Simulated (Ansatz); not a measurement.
Cost and result for the atomization energy of C$_{2}$N$_{2}$S (`N#CSC#N`) (5 atoms, 4 bonds).

```xyz
5

N    -1.941    0.689   -1.041
C    -0.821    0.470   -0.872
S     0.842    0.198   -0.753
C     0.895   -0.453    0.806
N     1.025   -0.905    1.859
```

Charge 0, multiplicity 1. All single points use the PBE0-D4/def2-TZVP geometry. Program: Ansatz. Hardware: A = 2 threads of an AMD EPYC 7R13 on a shared host; B = 2 threads of an AMD EPYC 7R13 on a shared host and a share of an NVIDIA H100 80 GB. Times are those of one run each, without the atoms' runs, and a repeat can differ threefold. Electronic energies, without spin–orbit coupling; frozen cores. CCSD(T)/CBS extrapolates def2-TZVPP and def2-QZVPP, and its time is that of the two runs behind it. T1 = 0.016. B3LYP takes the VWN-RPA correlation (the form of Gaussian; ORCA's B3LYP/G). HSE06 is the plane-wave form, built on full-range PBE exchange.

CCSD(T)/CBS is a level of theory with its own doubt, some kJ/mol a heavy atom from the limit and from the frozen cores, so smaller differences don't rank the functionals.

```json
{"level": "LDA (SPW92)/def2-TZVPP [A]", "functions": "166", "wall time": "0.7 s"}
{"level": "PBE-D4/def2-TZVPP (with forces) [A]", "functions": "166", "wall time": "1.4 s"}
{"level": "BHLYP-D4/def2-TZVPP [A]", "functions": "166", "wall time": "1.5 s"}
{"level": "CCSD(T)/def2-SVP [A]", "functions": "74", "wall time": "1.5 s"}
{"level": "PBE0-D4/def2-TZVPP [A]", "functions": "166", "wall time": "1.6 s"}
{"level": "HSE06-D4/def2-TZVPP [A]", "functions": "166", "wall time": "1.6 s"}
{"level": "CAM-B3LYP-D4/def2-TZVPP [A]", "functions": "166", "wall time": "1.7 s"}
{"level": "B3LYP-D4/def2-TZVPP (with forces) [A]", "functions": "166", "wall time": "2 s"}
{"level": "r2SCAN-D4/def2-TZVPP (with forces) [A]", "functions": "166", "wall time": "2.3 s"}
{"level": "r2SCANh-D4/def2-TZVPP [A]", "functions": "166", "wall time": "2.4 s"}
{"level": "CCSD(T)/def2-TZVPP [B]", "functions": "166", "wall time": "7 s"}
{"level": "CCSD(T)/def2-QZVPP [B]", "functions": "298", "wall time": "8.5 s"}
{"level": "CCSD(T)/CBS(def2)", "functions": "–", "wall time": "16 s"}
```

(1) What atomization energy does each give, and how far from CCSD(T)/CBS? (An estimate is asked.)

Results:

(1) Computed: 
```
                                 level  atomization (kcal/mol)  difference from CCSD(T)/CBS  per bond
            LDA (SPW92)/def2-TZVPP [A]                   673.9                        123.2      30.8
   PBE-D4/def2-TZVPP (with forces) [A]                   598.7                         48.0      12.0
               BHLYP-D4/def2-TZVPP [A]                   511.5                        -39.2      -9.8
                  CCSD(T)/def2-SVP [A]                   511.1                        -39.6      -9.9
                PBE0-D4/def2-TZVPP [A]                   561.8                         11.1       2.8
               HSE06-D4/def2-TZVPP [A]                   562.7                         12.0       3.0
           CAM-B3LYP-D4/def2-TZVPP [A]                   553.7                          3.0       0.7
 B3LYP-D4/def2-TZVPP (with forces) [A]                   557.1                          6.4       1.6
r2SCAN-D4/def2-TZVPP (with forces) [A]                   553.4                          2.7       0.7
             r2SCANh-D4/def2-TZVPP [A]                   542.1                         -8.6      -2.2
                CCSD(T)/def2-TZVPP [B]                   528.6                        -22.1      -5.5
                CCSD(T)/def2-QZVPP [B]                   541.6                         -9.1      -2.3
                     CCSD(T)/CBS(def2)                   550.7                          0.0       0.0
```

The D4 term adds +4.7 kcal/mol with B3LYP and +2.4 kcal/mol with PBE0; it sums over pairs of atoms, weighted by their polarisabilities, and B3LYP, whose exchange is more repulsive, gets the larger term. From PBE to PBE0 (25 % exact exchange), in def2-TZVPP and without D4, the atomization energy moves by −36.4 kcal/mol: exact exchange takes away binding that semilocal exchange gives to molecules. At CCSD(T), def2-SVP lies −39.6 kcal/mol from the extrapolated value and def2-TZVPP −22.1 kcal/mol: correlation converges slowly with the basis, and small sets miss more of it in the bonded molecule than in its fragments.
